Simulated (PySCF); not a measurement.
**From computed data to an observable: entropy of an ideal gas**

CH2O2, SMILES C(O)=O (connectivity only; charge and spin as stated), charge +1, multiplicity 2.

Coordinates come from a B3LYP-D3(BJ)/def2-TZVP optimisation. The multiplicity is an assumed one; other spin states were not compared. The values are those of a single conformer.

B3LYP-D3(BJ)/def2-TZVP (PySCF) gives the harmonic wavenumbers 472, 710, 1007, 1171, 1205, 1374, 1534, 2979, 3573 cm⁻¹ and the rotational temperatures 3.7444, 0.5844, 0.5055 K. The molar mass is 46.03 g/mol, the symmetry number 1, the spin multiplicity 2.

Task: Work out the entropy at 298.15 K and 1 atm in the rigid-rotor, harmonic-oscillator model.

Result: 
Translation (Sackur–Tetrode at 1 atm): S = R[1.5 ln M + 2.5 ln T − 1.16487] = 156.5 J/(mol K).
Rotation: q = (√π/σ) T^1.5/√(θA θB θC) = 8680, S = R[ln q + 3/2] = 87.9 J/(mol K).
Vibration: with u = 1.4388 ν/T, each mode gives R[u/(e^u − 1) − ln(1 − e^−u)]:
```json
[
 {"ν (cm⁻¹)": "472", "modes": "1", "u": "2.28", "S (J/(mol K))": "3.06"},
 {"ν (cm⁻¹)": "710", "modes": "1", "u": "3.43", "S (J/(mol K))": "1.23"},
 {"ν (cm⁻¹)": "1007", "modes": "1", "u": "4.86", "S (J/(mol K))": "0.38"},
 {"ν (cm⁻¹)": "1171", "modes": "1", "u": "5.65", "S (J/(mol K))": "0.19"},
 {"ν (cm⁻¹)": "1205", "modes": "1", "u": "5.81", "S (J/(mol K))": "0.17"},
 {"ν (cm⁻¹)": "1374", "modes": "1", "u": "6.63", "S (J/(mol K))": "0.08"},
 {"ν (cm⁻¹)": "1534", "modes": "1", "u": "7.40", "S (J/(mol K))": "0.04"}
]
```
The stiffer modes add less than 0.005 each. Sum 5.2 J/(mol K).
Spin: R ln 2 = 5.8 J/(mol K).
Total 255.3 J/(mol K); the program's own thermochemistry gives 255.3. Translation makes up 61 % and vibration 2 %. Anharmonicity, hindered rotation and orbital degeneracy are left out.
